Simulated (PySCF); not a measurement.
Dissociation curve of SMILES O (H2O), singlet. The O1–H3 bond (O1 also carries H; H3 carries nothing else) is pulled apart rigidly from the PBE0/def2-TZVP optimised geometry. Each curve is given relative to its own lowest point near equilibrium.

```json
[
 {"R / Å": "0.77", "A": "1.607", "B": "1.727", "C": "1.447"},
 {"R / Å": "0.82", "A": "0.773", "B": "0.860", "C": "0.651"},
 {"R / Å": "0.86", "A": "0.362", "B": "0.424", "C": "0.274"},
 {"R / Å": "0.90", "A": "0.123", "B": "0.160", "C": "0.071"},
 {"R / Å": "0.94", "A": "0.015", "B": "0.027", "C": "0.000"},
 {"R / Å": "0.96", "A": "0.000", "B": "0.000", "C": "0.004"},
 {"R / Å": "1.00", "A": "0.033", "B": "0.009", "C": "0.077"},
 {"R / Å": "1.02", "A": "0.075", "B": "0.039", "C": "0.139"},
 {"R / Å": "1.06", "A": "0.200", "B": "0.141", "C": "0.305"},
 {"R / Å": "1.11", "A": "0.414", "B": "0.328", "C": "0.572"},
 {"R / Å": "1.19", "A": "0.844", "B": "0.717", "C": "1.087"},
 {"R / Å": "1.29", "A": "1.456", "B": "1.280", "C": "1.805"},
 {"R / Å": "1.45", "A": "2.460", "B": "2.214", "C": "2.805"},
 {"R / Å": "1.56", "A": "3.113", "B": "2.823", "C": "3.157"},
 {"R / Å": "1.73", "A": "4.019", "B": "3.667", "C": "3.422"},
 {"R / Å": "1.92", "A": "4.879", "B": "4.463", "C": "3.541"},
 {"R / Å": "2.11", "A": "5.588", "B": "5.018", "C": "3.588"},
 {"R / Å": "2.36", "A": "6.325", "B": "5.434", "C": "3.612"},
 {"R / Å": "2.57", "A": "6.803", "B": "5.633", "C": "3.620"},
 {"R / Å": "2.85", "A": "7.286", "B": "5.785", "C": "3.626"},
 {"R / Å": "3.37", "A": "7.853", "B": "5.905", "C": "3.631"}
]
```

Energies in eV.

Task: Which curve belongs to which method? The methods are restricted PBE0/cc-pVDZ in PySCF 2.14.0; PySCF with UHF/cc-pVDZ; PySCF 2.14.0 with unrestricted LDA (SVWN5)/cc-pVDZ.

Result: A is RKS-PBE0; B is UKS-LDA (SVWN5); C is UHF.

The restricted form behind RKS-PBE0 keeps the bonding electrons paired and can't separate into open-shell fragments. The unrestricted determinant behind UKS-LDA (SVWN5) is spin-contaminated at 2.11 to 3.37 Å (<S²> up to 1.0, against 0.00 for a pure singlet). The unrestricted determinant behind UHF is spin-contaminated at 1.45 to 3.37 Å (<S²> up to 1.0, against 0.00 for a pure singlet).
